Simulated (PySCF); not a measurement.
NO+, NO (charge +1).
InChI=1S/NO/c1-2/q+1

Computed, not measured: PBE/def2-TZVP geometry optimisation, gas phase in PySCF.

Masses are those of the commonest isotopes; rigid-rotor values at the optimised geometry. 

Q: What are the moment of inertia and the rotational constant?

A: I = 8.543 u·Å², B = 505379 MHz·u·Å²/I = 59155 MHz (1.9732 cm⁻¹, or 2.839 K as hB/k). For two atoms I = μr² with μ = 7.4664 u and r = 1.0697 Å.

Q: List the first levels of a rigid rotor in a Σ state.

A: E(J) = BJ(J+1): J = 1: 3.946, J = 2: 11.839, J = 3: 23.678, J = 4: 39.464, J = 5: 59.196, J = 6: 82.875 cm⁻¹.

Q: Where do the first rotational lines fall?

A: The dipole is 0.34 D (about the centre of mass, as the species is charged); J+1 ← J lies at 2B(J+1): 1 ← 0 at 118.31 GHz, 2 ← 1 at 236.62 GHz, 3 ← 2 at 354.93 GHz, 4 ← 3 at 473.24 GHz, 5 ← 4 at 591.55 GHz, 6 ← 5 at 709.86 GHz.

Q: Estimate the classical rotational partition function at 25 K, 100 K and 298.15 K.

A: Point group C∞v, symmetry number σ = 1; q = kT/(σhB), k/h = 20836.6 MHz/K: 8.8 at 25 K, 35.2 at 100 K, 105 at 298.15 K.

No frequency check. Isolated species at its PBE/def2-TZVP geometry, gas phase. Constants of a rigid frame at the computed geometry: no zero-point averaging, no centrifugal distortion.
